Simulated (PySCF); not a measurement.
BFH₅P.
Atom-mapped SMILES: `[BH3-:1][PH2+:2][F:3]` (hydrogens: H4, H5, H6 on B1; H7, H8 on P2)

Cartesian coordinates in Å at the PBE0-D3(BJ)/def2-SVP level; atoms count from 1:
```xyz
8
BFH5P angstrom
B      1.057    0.268   -0.008
P     -0.759   -0.122   -0.050
F     -1.854    0.816   -0.752
H      1.222   -0.789    0.629
H      1.526    0.207   -1.126
H      1.267    1.252    0.670
H     -1.344   -0.288    1.229
H     -1.066   -1.368   -0.649
```

Level of theory: TDDFT PBE0/def2-SVPD, vertical, gas phase, core orbitals frozen in the response in PySCF 2.14.0, density-fitted response routines.

Frontier orbitals with the atoms that hold most of them (Löwdin shares over 4%, at most four atoms; ? is withheld):

```tsv
orbital	ε (eV)	atoms
HOMO-3	-11.70	F3 36%, P2 28%, H8 15%, H7 15%
HOMO-2	-9.46	B1 39%, P2 16%, H6 15%, H5 14%
HOMO-1	-9.06	B1 41%, H6 20%, H5 20%, P2 10%
HOMO	-9.05	B1 36%, H4 22%, P2 20%, F3 10%
LUMO	?	?
LUMO+1	0.33	P2 24%, B1 22%, H8 19%, H7 19%
LUMO+2	0.55	P2 45%, H7 17%, H8 17%, B1 7%
```

Q: Which atoms hold the LUMO, and with what shares?

A: P2 (bonded to B, F and 2 H) 42%; F3 (bonded to P) 15%; B1 (bonded to P and 3 H) 13%; H8 (bonded to P) 10%.

Q: What is the LUMO energy, and the HOMO–LUMO gap?

A: ε(LUMO) = -0.73 eV; the gap is 8.32 eV (0.3058 hartree).

Q: How does S1 compare with the orbital gap of 8.32 eV?

A: S1 is at 6.92 eV (f = 0.0008), 1.40 eV below the gap, made of HOMO-1→LUMO (92%). 

Next come S2 at 7.02 eV (f 0.027), HOMO→LUMO (63%), HOMO-2→LUMO (29%); S3 at 7.51 eV (f 0.071), HOMO-2→LUMO (63%), HOMO→LUMO (24%); S4 at 8.12 eV (f 0.023), HOMO→LUMO+1 (82%), HOMO-1→LUMO+2 (12%); S5 at 8.17 eV (f 0.0000), HOMO-1→LUMO+1 (78%), HOMO→LUMO+2 (16%).

Löwdin shares depend on the basis, the more so with diffuse functions.
